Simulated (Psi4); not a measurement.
# AlHO2 (SMILES [O]=[Al][OH]): levels of theory compared

Wanted: a comparison of 4 runs (HF/def2-SVP, PBE0/def2-SVP, PBE/6-31+G*, OLCCD/3-21G) of AlHO2. 

The calculation is run with Psi4 1.11.

4 further runs of the same task are left out: 1 that didn't finish, 3 set aside as unsound or not needed.

### 1 The structure to begin with

AlHO2: 4 atoms, total charge 0, spin state singlet. SMILES: `[O]=[Al][OH]`. The shape comes from GFN2-xTB, which is rough for such elements, and wasn't checked as a minimum.

Bond lengths: O1–Al2 1.572 Å, Al2–O3 1.628 Å, O3–H4 0.949 Å. Angles: O1–Al2–O3 180.0°, Al2–O3–H4 179.6°.

### 2 Energy and gradient at HF/def2-SVP (run 1)

The input, alho2.in:

```
memory 1600 mb

molecule m {
  0 1
  O     -1.605830    -1.403740    -0.651200
  Al    -0.474020    -0.415070    -0.191330
  O      0.698750     0.609040     0.285100
  H      1.381100     1.209770     0.557430
  units angstrom
  symmetry c1
}

set globals {
  basis def2-SVP
  puream true
  e_convergence 1e-09
  d_convergence 1e-08
  scf_type pk
}

energy_value, wavefunction = gradient('scf', return_wfn=True)
oeprop(wavefunction, 'QUADRUPOLE', 'WIBERG_LOWDIN_INDICES', 'MAYER_INDICES')
```

Started as:

```
$ psi4 -n 1 alho2.in alho2.out
```

alho2.out:

```text
[...]
  Running in c1 symmetry.
[...]
  Nuclear repulsion =   87.552350944766232
[...]
  Multiplicity = 1
[...]
  Nalpha       = 15
  Nbeta        = 15
[...]
    Number of basis functions: 51
[...]
   @RHF iter   1:  -391.75452323630941   -1.00188e+00   1.58558e-02 DIIS/ADIIS
[...]
   @RHF iter  11:  -392.03912983324346   -1.21645e-11   9.10045e-09 DIIS
[...]
    Orbital Energies [Eh]
    ---------------------
    Doubly Occupied:
       1A    -58.461426     2A    -20.579124     3A    -20.445723
       4A     -4.902932     5A     -3.220678     6A     -3.220678
       7A     -3.219721     8A     -1.333161     9A     -1.127978
      10A     -0.769978    11A     -0.557040    12A     -0.557039
      13A     -0.441437    14A     -0.391107    15A     -0.391107
[...]
  @RHF Final Energy:  -392.03912983324346
   => Energetics <=
    Nuclear Repulsion Energy =             87.5523509447662320
    One-Electron Energy =                -719.9447071970452043
    Two-Electron Energy =                 240.3532264190355363
    Total Energy =                       -392.0391298332434644
[...]
  -Total Gradient:
     Atom            X                  Y                   Z
    ------   -----------------  -----------------  -----------------
       1        0.000557228209     0.000486009157     0.000219039967
       2       -0.000980490343    -0.000849945915    -0.000389104543
       3       -0.013272755408    -0.011702327757    -0.005287112473
       4        0.013696017542     0.012066264515     0.005457177049
[...]
 Multipole Moments:
 ------------------------------------------------------------------------------------
     Multipole            Electronic (a.u.)      Nuclear  (a.u.)        Total (a.u.)
 ------------------------------------------------------------------------------------
 L = 1.  Multiply by 2.5417464519 to convert [e a0] to [Debye]
 Dipole X            :          0.0776163            1.7384876            1.8161040
 Dipole Y            :          0.0675605            1.5226856            1.5902461
 Dipole Z            :          0.0325426            0.7016850            0.7342276
 Magnitude           :                                                    2.5231343
 L = 2.  Multiply by 1.3450342976 to convert [e a0^2] to [Debye ang]
 Quadrupole XX       :       -105.3019347           87.7122367          -17.5896981
 Quadrupole XY       :        -79.2907877           76.6364331           -2.6543546
[...]
```

It took 3.6 s on 1 thread of AMD EPYC 7R43 (Zen 3), shared host; peak memory 0.18 GiB.

### 3 Energy and gradient at PBE0/def2-SVP (run 2)

The input, job.dat:

```
memory 1.6 GB

molecule {
  0 1
  O     -1.605830    -1.403740    -0.651200
  Al    -0.474020    -0.415070    -0.191330
  O      0.698750     0.609040     0.285100
  H      1.381100     1.209770     0.557430
  units angstrom
  symmetry c1
  no_reorient
  no_com
}

set reference rks
set puream true
set e_convergence 1e-09
set d_convergence 1e-08
set scf_type pk
set dft_radial_points 99
set dft_spherical_points 590

e_tot, wfn = gradient('pbe0/def2-SVP', return_wfn=True)
oeprop(wfn, 'MAYER_INDICES', 'WIBERG_LOWDIN_INDICES', 'MULLIKEN_CHARGES')
print_variables()
```

Started as:

```
$ psi4 -n 1 job.dat job.out
```

job.out:

```text
[...]
  Running in c1 symmetry.
[...]
  Nuclear repulsion =   87.552350944766232
[...]
  Multiplicity = 1
[...]
  Nalpha       = 15
  Nbeta        = 15
[...]
    Number of basis functions: 51
[...]
   @RKS iter   1:  -392.51911237177359   -2.65945e-01   2.15503e-02 ADIIS/DIIS
[...]
   @RKS iter  12:  -393.02688316098801   -1.36424e-12   7.20241e-10 DIIS
[...]
    Orbital Energies [Eh]
    ---------------------
    Doubly Occupied:
       1A    -56.150535     2A    -19.230620     3A    -19.127915
       4A     -4.192306     5A     -2.725777     6A     -2.725777
       7A     -2.720930     8A     -1.020780     9A     -0.853979
      10A     -0.589375    11A     -0.380794    12A     -0.380793
      13A     -0.305020    14A     -0.263935    15A     -0.263935
[...]
  @RKS Final Energy:  -393.02688316098801
   => Energetics <=
    Nuclear Repulsion Energy =             87.5523509447662320
    One-Electron Energy =                -719.9032021812176936
    Two-Electron Energy =                 266.6007510797014675
    DFT Exchange-Correlation Energy =     -27.2767830042379735
    Empirical Dispersion Energy =           0.0000000000000000
    VV10 Nonlocal Energy =                  0.0000000000000000
    Total Energy =                       -393.0268831609880067
[...]
 Multipole Moments:
 ------------------------------------------------------------------------------------
     Multipole            Electronic (a.u.)      Nuclear  (a.u.)        Total (a.u.)
 ------------------------------------------------------------------------------------
 L = 1.  Multiply by 2.5417464519 to convert [e a0] to [Debye]
 Dipole X            :         24.3086393          -22.7481452            1.5604942
 Dipole Y            :         21.2913588          -19.9247809            1.3665779
 Dipole Z            :          9.8122123           -9.1815367            0.6306756
 Magnitude           :                                                    2.1680472
[...]
  -Total Gradient:
     Atom            X                  Y                   Z
    ------   -----------------  -----------------  -----------------
       1        0.020856099964     0.018220520775     0.008465346105
       2       -0.013830111469    -0.012086368995    -0.005603763088
       3       -0.008213666645    -0.007181095420    -0.003333622464
       4        0.001183187161     0.001043048993     0.000470202924
[...]
  Mulliken Charges: (a.u.)
   Center  Symbol    Alpha    Beta     Spin     Total
       1     O     4.24187  4.24187  0.00000 -0.48373
       2    AL     6.14867  6.14867  0.00000  0.70266
       3     O     4.20085  4.20085  0.00000 -0.40171
       4     H     0.40861  0.40861  0.00000  0.18278
   Total alpha = 15.00000, Total beta = 15.00000, Total charge =  0.00000
  Mayer Bond Indices:
[...]
```

Run time: 13 s. Hardware: 1 thread of AMD EPYC 7R43 (Zen 3), shared host; peak memory 0.48 GiB.

Run 3 isn't shown in full; the table further down has it.

### 4 A single-point energy at OLCCD/3-21G (fitted SCF) (run 4)

The input, calc.py:

```python
import psi4

psi4.set_memory(1600000000)
psi4.set_num_threads(1)
psi4.core.set_output_file('output.dat', False)

mol = psi4.geometry("""
0 1
O     -3.03457890    -2.65268415    -1.23058965
Al    -0.89576798    -0.78436862    -0.36156130
O      1.32044613     1.15091880     0.53876092
H      2.60990075     2.28613397     1.05339003
units bohr
symmetry c1
""")

psi4.set_options({
    'reference': 'rhf',
    'scf_type': 'df',
    'cc_type': 'conv',
    'guess': 'sad',
    'maxiter': 100,
})

result, w = psi4.energy("olccd/3-21G", return_wfn=True)
print(f'total energy {result:.8f} hartree = {result * 27.211386:.5f} eV')
```

Started as:

```
$ python calc.py
```

output.dat:

```text
[...]
  Running in c1 symmetry.
[...]
  Nuclear repulsion =   87.552351018068592
[...]
  Multiplicity = 1
[...]
  Nalpha       = 15
  Nbeta        = 15
[...]
    Number of basis functions: 33
[...]
   @DF-RHF iter   1:  -389.79464309868257   -9.99529e-01   2.36798e-02 ADIIS/DIIS
[...]
   @DF-RHF iter  12:  -390.06213464725624    3.41061e-13   1.46283e-09 DIIS
[...]
    Orbital Energies [Eh]
    ---------------------
    Doubly Occupied:
       1A    -58.069161     2A    -20.442495     3A    -20.344828
       4A     -4.888087     5A     -3.193280     6A     -3.191293
       7A     -3.191293     8A     -1.313199     9A     -1.153141
      10A     -0.735283    11A     -0.521169    12A     -0.521168
      13A     -0.420223    14A     -0.376573    15A     -0.376573
[...]
  @DF-RHF Final Energy:  -390.06213464725624
   => Energetics <=
    Nuclear Repulsion Energy =             87.5523510180685918
    One-Electron Energy =                -717.7534353854135816
    Two-Electron Energy =                 240.1389497200887320
    Total Energy =                       -390.0621346472562436
[...]
 Multipole Moments:
 ------------------------------------------------------------------------------------
     Multipole            Electronic (a.u.)      Nuclear  (a.u.)        Total (a.u.)
 ------------------------------------------------------------------------------------
 L = 1.  Multiply by 2.5417464519 to convert [e a0] to [Debye]
 Dipole X            :         -0.1025344            1.7384876            1.6359532
 Dipole Y            :         -0.0887173            1.5226856            1.4339683
 Dipole Z            :         -0.0417889            0.7016850            0.6598961
 Magnitude           :                                                    2.2733391
[...]
	SCS-MP2 Total Energy (a.u.)        :  -390.35447645990371
	SOS-MP2 Total Energy (a.u.)        :  -390.34921044261449
	SCSN-MP2 Total Energy (a.u.)       :  -390.20665488422702
[...]
	SOS-PI-MP2 Total Energy (a.u.)     :  -390.37127781692470
[...]
	MP2 Total Energy (a.u.)            :  -390.36500849448225
[...]
```

On the terminal:

```text
total energy -390.35561276 hartree = -10622.11726 eV
```

Wall time 7.8 s (1 thread of AMD EPYC 7R43 (Zen 3), shared host); peak memory 0.18 GiB.

### 5 The series

| run | level | integration grid | task | energy (Eh) | dipole moment (D) | HOMO energy (eV) | LUMO energy (eV) | wall time |
| --- | --- | --- | --- | --- | --- | --- | --- | --- |
| 1 | HF/def2-SVP | – | gradient | -392.039130 | 6.41 | -10.64 | 1.04 | 3.6 s |
| 2 | PBE0/def2-SVP | 99 radial × 590 angular | gradient | -393.026883 | 5.51 | -7.18 | -1.83 | 13 s |
| 3 | PBE/6-31+G* (spherical functions) | 99 radial × 590 angular | gradient | -393.201147 | 5.54 | -6.25 | -3.11 | 14 s |
| 4 | OLCCD/3-21G (fitted SCF) | – | energy | -390.355613 | – | -10.25 | 1.46 | 7.8 s |

### 6 Outcome

```
                                    quantity          value
                         run 4: total energy  -390.35561 Eh
  run 4: HOMO energy (Hartree–Fock orbitals)      -10.25 eV
  run 4: LUMO energy (Hartree–Fock orbitals)        1.46 eV
run 4: HOMO–LUMO gap (Hartree–Fock orbitals)       11.71 eV
                   run 4: correlation energy     -293.5 mEh
```

What this shows: Over runs 1, 2, 3 the dipole moment (its size) runs from 5.51 D (PBE0/def2-SVP) to 6.41 D (HF/def2-SVP). Over runs 1, 2, 3 the HOMO–LUMO gap runs from 3.14 eV (PBE/6-31+G*) to 11.68 eV (HF/def2-SVP). The two ends differ in method and basis. Totals of different functionals can't be ranked against each other. All runs together took 38 s, the longest 14 s.
